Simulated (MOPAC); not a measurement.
MOPAC input (PM3):

```
PM3 FORCE THERMO(298,298) PRECISE LET CHARGE=-1 GEO-OK AUX(PRECISION=9) THREADS=1
C2H5

C     0.00372053 1   -0.07562034 1    0.76171077 1
C    -0.00312533 1    0.03772101 1   -0.66390396 1
H    -0.90670060 1   -0.21365872 1    1.31597452 1
H     0.92000818 1   -0.20764785 1    1.30770209 1
H    -0.00262308 1   -0.92565911 1   -1.24438178 1
H    -0.89320071 1    0.56719302 1   -1.05815005 1
H     0.87987083 1    0.57297269 1   -1.06620756 1
```

From the last part of the output:

```
     H    7   4.989188

          HEAT OF FORMATION =      31.658369 KCALS/MOLE

          ZERO POINT ENERGY      36.608 KCAL/MOL

           NORMAL COORDINATE ANALYSIS (Total motion = 1 Angstrom)

   Root No.       1         2         3         4         5         6         7         8

                 1 A"      1 A'      2 A"      2 A'      3 A"      3 A'      4 A'      5 A'

                 137.2     392.8     849.1    1038.1    1125.6    1259.6    1345.2    1388.3

           1    0.0000    0.0057   -0.0000    0.0052    0.0000    0.0446   -0.0458   -0.0007
           2   -0.0016    0.0081   -0.0265   -0.0041    0.0571    0.0001   -0.0001   -0.0001
           3   -0.0002   -0.0808   -0.0026    0.0408    0.0057   -0.0012    0.0013    0.0008
           4    0.0000   -0.0007   -0.0000   -0.0004   -0.0000   -0.0405   -0.0188    0.0303
           5   -0.0000   -0.0008   -0.0135    0.0067   -0.0620   -0.0002    0.0016    0.0040
           6   -0.0000    0.0084   -0.0013   -0.0674   -0.0062    0.0016   -0.0156   -0.0397
           7   -0.0105   -0.0394    0.2206   -0.0202   -0.1630    0.2022    0.1705   -0.0287
           8   -0.0084   -0.0263    0.1169   -0.0155   -0.0473    0.0869    0.1231   -0.0174
           9    0.2609    0.3773   -0.0001    0.0043   -0.0159    0.0250    0.0249   -0.0041
          10    0.0105   -0.0394   -0.2206   -0.0202    0.1630    0.2022    0.1705   -0.0287
          11    0.0432   -0.0486    0.1146    0.0143   -0.0496   -0.0901   -0.1256    0.0179
          12   -0.2574    0.3751    0.0232    0.0073    0.0063    0.0074    0.0001   -0.0006
          13   -0.0000    0.0561   -0.0000    0.3807   -0.0000   -0.1330    0.1240   -0.2254
          14   -0.1675   -0.0041    0.0903   -0.0122    0.0618    0.0036   -0.0048    0.0090
          15   -0.0167    0.0411    0.0090    0.1226    0.0062   -0.0363    0.0479   -0.0907
          16   -0.0224   -0.0188   -0.1674   -0.1992   -0.2338   -0.1604    0.1520   -0.0348
          17    0.0892   -0.0045    0.0786   -0.0004    0.0460    0.0463   -0.1008   -0.1743
          18   -0.1232    0.0349    0.0005    0.0925    0.0123    0.0043    0.0395    0.2650
          19    0.0224   -0.0188    0.1674   -0.1992    0.2338   -0.1604    0.1520   -0.0348
          20    0.0632   -0.0025    0.0771   -0.0178    0.0475   -0.0462    0.0910    0.1186
          21    0.1384    0.0351    0.0150    0.0907   -0.0030   -0.0050    0.0586    0.2941

   Root No.       9        10        11        12        13        14        15

                 4 A"      6 A'      7 A'      5 A"      8 A'      9 A'      6 A"

                1437.1    1487.9    2746.7    2929.9    3033.8    3214.2    3222.1

           1    0.0000   -0.1117    0.0026   -0.0000    0.0010    0.0400   -0.0000
           2    0.0025    0.0002   -0.0001    0.0021    0.0000   -0.0005   -0.0624
           3    0.0003   -0.0018    0.0006    0.0002   -0.0003    0.0050   -0.0062
           4   -0.0000    0.1293    0.0051   -0.0000    0.0231   -0.0006   -0.0000
           5   -0.0435   -0.0010    0.0051   -0.0537   -0.0013    0.0000   -0.0023
           6   -0.0043    0.0103   -0.0513   -0.0053    0.0130   -0.0002   -0.0002
           7   -0.0126    0.0761    0.0038    0.0033    0.0045   -0.2289   -0.2454
           8   -0.0069    0.1113   -0.0089   -0.0120   -0.0088    0.4031    0.3817
           9    0.0166    0.0278   -0.0044    0.0055    0.0012    0.0072    0.0004
          10    0.0126    0.0761    0.0038   -0.0033    0.0045   -0.2289    0.2454
          11   -0.0035   -0.1146    0.0096   -0.0106    0.0083   -0.3966    0.3743
          12   -0.0176    0.0053   -0.0026   -0.0077    0.0030   -0.0725    0.0749
          13    0.0000   -0.0648   -0.2386    0.0000   -0.0594   -0.0094   -0.0000
          14    0.3924    0.0045   -0.0551   -0.0469   -0.0191   -0.0014   -0.0020
          15    0.0391   -0.0449    0.5527   -0.0047    0.1912    0.0137   -0.0002
          16    0.1384   -0.1487    0.0695    0.1584   -0.1182   -0.0016    0.0073
          17    0.0741    0.1333    0.1373    0.3206   -0.2924   -0.0065    0.0081
          18   -0.2045   -0.0317    0.0435    0.2475   -0.2042   -0.0035    0.0065
          19   -0.1384   -0.1487    0.0695   -0.1584   -0.1182   -0.0016   -0.0073
          20    0.0323   -0.1244   -0.1432    0.3631    0.3269    0.0071    0.0093
          21    0.2151   -0.0574    0.0155   -0.1793   -0.1425   -0.0022   -0.0048

           MASS-WEIGHTED COORDINATE ANALYSIS (NORMAL COORDINATES)

   Root No.       1         2         3         4         5         6         7         8

                 1 A"      1 A'      2 A"      2 A'      3 A"      3 A'      4 A'      5 A'

                 137.2     392.8     849.1    1038.1    1125.6    1259.6    1345.2    1388.3

           1    0.0000    0.0322   -0.0000    0.0313    0.0000    0.3313   -0.3454   -0.0046
           2   -0.0122    0.0453   -0.1991   -0.0243    0.3857    0.0009   -0.0009   -0.0005
           3   -0.0012   -0.4544   -0.0198    0.2438    0.0384   -0.0088    0.0095    0.0049
           4    0.0000   -0.0037   -0.0000   -0.0022   -0.0000   -0.3005   -0.1417    0.1925
           5   -0.0002   -0.0047   -0.1014    0.0402   -0.4188   -0.0012    0.0117    0.0251
           6   -0.0000    0.0470   -0.0101   -0.4032   -0.0417    0.0116   -0.1178   -0.2522
           7   -0.0228   -0.0641    0.4792   -0.0349   -0.3188    0.4348    0.3729   -0.0528
           8   -0.0183   -0.0429    0.2540   -0.0268   -0.0926    0.1869    0.2692   -0.0320
           9    0.5664    0.6144   -0.0003    0.0075   -0.0312    0.0538    0.0545   -0.0076
          10    0.0228   -0.0641   -0.4792   -0.0349    0.3188    0.4348    0.3728   -0.0528
          11    0.0938   -0.0792    0.2489    0.0248   -0.0969   -0.1939   -0.2746    0.0329
          12   -0.5589    0.6108    0.0504    0.0126    0.0123    0.0158    0.0003   -0.0011
          13   -0.0000    0.0913   -0.0000    0.6599   -0.0000   -0.2861    0.2711   -0.4151
          14   -0.3637   -0.0067    0.1961   -0.0212    0.1209    0.0078   -0.0104    0.0166
          15   -0.0362    0.0670    0.0195    0.2125    0.0120   -0.0780    0.1047   -0.1669
          16   -0.0487   -0.0307   -0.3635   -0.3453   -0.4573   -0.3449    0.3324   -0.0641
          17    0.1937   -0.0072    0.1707   -0.0007    0.0900    0.0996   -0.2204   -0.3211
          18   -0.2675    0.0568    0.0010    0.1602    0.0241    0.0092    0.0865    0.4879
          19    0.0487   -0.0307    0.3635   -0.3453    0.4573   -0.3449    0.3324   -0.0641
          20    0.1371   -0.0041    0.1675   -0.0309    0.0929   -0.0994    0.1990    0.2185
          21    0.3005    0.0572    0.0327    0.1572   -0.0059   -0.0107    0.1282    0.5416

   Root No.       9        10        11        12        13        14        15

                 4 A"      6 A'      7 A'      5 A"      8 A'      9 A'      6 A"

                1437.1    1487.9    2746.7    2929.9    3033.8    3214.2    3222.1

           1    0.0000   -0.5594    0.0134   -0.0000    0.0060    0.2060   -0.0000
           2    0.0156    0.0009   -0.0003    0.0114    0.0002   -0.0026   -0.3181
           3    0.0016   -0.0091    0.0031    0.0011   -0.0020    0.0257   -0.0317
           4   -0.0000    0.6476    0.0264   -0.0000    0.1384   -0.0029   -0.0000
           5   -0.2688   -0.0051    0.0264   -0.2874   -0.0078    0.0001   -0.0117
           6   -0.0268    0.0515   -0.2645   -0.0286    0.0781   -0.0009   -0.0012
           7   -0.0225    0.1104    0.0056    0.0051    0.0077   -0.3413   -0.3621
           8   -0.0123    0.1615   -0.0132   -0.0186   -0.0152    0.6012    0.5633
           9    0.0296    0.0403   -0.0066    0.0085    0.0022    0.0107    0.0006
          10    0.0225    0.1104    0.0056   -0.0051    0.0077   -0.3413    0.3621
          11   -0.0062   -0.1663    0.0143   -0.0165    0.0145   -0.5915    0.5524
          12   -0.0315    0.0077   -0.0038   -0.0120    0.0051   -0.1081    0.1106
          13    0.0000   -0.0940   -0.3561    0.0000   -0.1032   -0.0140   -0.0000
          14    0.7022    0.0065   -0.0822   -0.0727   -0.0331   -0.0020   -0.0029
          15    0.0700   -0.0652    0.8249   -0.0072    0.3322    0.0205   -0.0003
          16    0.2477   -0.2157    0.1037    0.2458   -0.2054   -0.0024    0.0107
          17    0.1326    0.1933    0.2049    0.4973   -0.5079   -0.0097    0.0120
          18   -0.3660   -0.0460    0.0649    0.3839   -0.3547   -0.0053    0.0096
          19   -0.2477   -0.2157    0.1037   -0.2458   -0.2054   -0.0024   -0.0107
          20    0.0578   -0.1805   -0.2137    0.5633    0.5679    0.0105    0.0137
          21    0.3850   -0.0833    0.0232   -0.2782   -0.2475   -0.0032   -0.0070

          DESCRIPTION OF VIBRATIONS

 VIBRATION          1    1A"         ATOM PAIR     ENERGY CONTRIBUTION    RADIAL
 FREQUENCY           137.23         C 2 -- H 5         +33.2% (282.4%)      0.0%
 TRANSITION DIPOLE   0.4088         C 2 -- H 6         +28.1% (259.5%)      0.2%
 TRAVEL (Ang.)       0.0000         C 2 -- H 7         +28.1% (259.5%)      0.2%
 REDUCED MASS        0.2516         C 1 -- H 4          +5.3% (112.8%)      0.0%
 EFFECTIVE MASS      1.0697
 FORCE CONSTANT      0.0028

 VIBRATION          2    1A'         ATOM PAIR     ENERGY CONTRIBUTION    RADIAL
 FREQUENCY           392.78         C 1 -- H 4         +35.5% ( 68.0%)      0.1%
 TRANSITION DIPOLE   1.8200         C 1 -- H 3         +35.5% ( 68.0%)      0.1%
 TRAVEL (Ang.)       0.4564         C 1 -- C 2         +14.5% ( 43.4%)      0.5%
 REDUCED MASS        0.8240         C 2 -- H 5          +8.5% ( 33.3%)      6.4%
 EFFECTIVE MASS      3.1997
 FORCE CONSTANT      0.0749

 VIBRATION          3    2A"         ATOM PAIR     ENERGY CONTRIBUTION    RADIAL
 FREQUENCY           849.05         C 1 -- H 4         +29.8% ( 75.6%)      4.4%
 TRANSITION DIPOLE   0.0506         C 1 -- H 3         +29.8% ( 75.6%)      4.4%
 TRAVEL (Ang.)       0.5649         C 2 -- H 7         +15.8% ( 55.2%)      2.1%
 REDUCED MASS        0.2488         C 2 -- H 6         +15.8% ( 55.2%)      2.1%
 EFFECTIVE MASS      1.7188
 FORCE CONSTANT      0.1057

 VIBRATION          4    2A'         ATOM PAIR     ENERGY CONTRIBUTION    RADIAL
 FREQUENCY          1038.11         C 2 -- H 5         +45.2% ( 84.1%)      8.1%
```

The dipole moment of an ion depends on the origin.
